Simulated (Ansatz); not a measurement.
# How far each method lies from UCCSDTQ for Si–BH2⁺, triplet

Geometry: that of the Si–BH2, quartet, kept fixed.

```xyz
4

Si    0.0000    0.0000    0.6500
B     0.0000    0.0000   -1.3428
H     0.0000   -1.0760   -1.8539
H     0.0000    1.0760   -1.8539
```

Basis cc-pVDZ; Ansatz 0.2.0. Only valence electrons are correlated (noble-gas cores frozen), which leaves 8 electrons in 36 orbitals. R marks a restricted (for open shells ROHF) determinant, U an unrestricted one. Active spaces: valence = (8e, 10o) chosen from the atoms' valence shells.

Full CI isn't at hand for all of this; UCCSDTQ serves as the reference, and is uncertain by about the last step of the cluster series. The frozen core follows each run's orbitals, which can shift R against U totals by a few meV.

For open shells CISD is restricted-active-space CI with the open shells as a complete middle space.

The UHF ⟨S²⟩ is 2.015. The T1 diagnostic (RCCSD) is 0.0395, the largest doubles amplitude (RCCSD) is 0.088 and the T1 diagnostic (UCCSD) is 0.0327.

Problem. From what is known of these methods and the diagnostics, rank them by the size of their error in total energy against UCCSDTQ in cc-pVDZ, smallest first (an estimate: the text doesn't fix the numbers).
A. UHF
B. RCCSDT(Q)
C. MRCISD+Q (valence space)
D. UMP2
E. CASSCF (valence space)

Solution. B (0.1 kJ/mol), C (1.1 kJ/mol), D (109.2 kJ/mol), E (237.4 kJ/mol), A (424.1 kJ/mol).

All errors are against UCCSDTQ in cc-pVDZ. Within each family the higher level lies nearer, as is usual though not guaranteed.

Natural occupations of CASSCF (valence space) about the gap: 1.980 1.972 1.940 1.003 0.986 0.030 0.029 0.024 0.018 0.017; effectively unpaired electrons, Σ n²(2−n)², 2.03.
